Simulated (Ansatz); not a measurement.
CO: from a trial structure to a relaxed crystal

Theory: Ansatz 0.2.0, DFT PBE, scalar-relativistic, plane waves, PAW. Cutoff 420 eV, Γ-centred k mesh, Gaussian smearing, no spin polarisation in the final step.

CO was placed on the rock salt structure type (Fm-3m, No. 225), with C in place of Na, O in place of Cl, at a guessed volume.

```
CELL_PARAMETERS angstrom
0.00000 2.30046 2.30046
2.30046 0.00000 2.30046
2.30046 2.30046 0.00000
ATOMIC_POSITIONS crystal
C 0.00000 0.00000 0.00000
O 0.50000 0.50000 0.50000
```

Cell and atoms relax at zero pressure; the relaxation can't lower the symmetry of the start. After a coarse first stage the cell is made exact in the group found at 0.06 Å.

The zero of energy is the elements' standard structures at the same level (O₂ as a molecule); no fitted shifts are applied.

Task: Describe the relaxed structure.

Result: It keeps Fm-3m (No. 225). The result has the rock salt structure. Conventional cell: a = 3.975 Å. C has 6 O at 1.99 Å; O is coordinated by 6 C at 1.99 Å.

```
C O
1.0
     0.00000    1.98758    1.98758
     1.98758    0.00000    1.98758
     1.98758    1.98758    0.00000
C O
1 1
Direct
  0.00000 0.00000 0.00000
  0.50000 0.50000 0.50000
```

Task: What are its volume, energy, density and gap?

Result: The volume per atom is 7.85 Å³ and the density is 2.96 g/cm³. The energy over the elements is 2.407 eV/atom and the gap on the 16×16×16 mesh is 0.10 eV.

The final run used a 16×16×16 mesh on its 2-atom cell and 0.01 eV smearing. Symmetry constrained the relaxation, so the result can be a saddle point. The steps took roughly 17 core-seconds in all.

Cost: 4 runs of about 0.28 core-minutes in all, on Arm Neoverse V1 (shared hosts).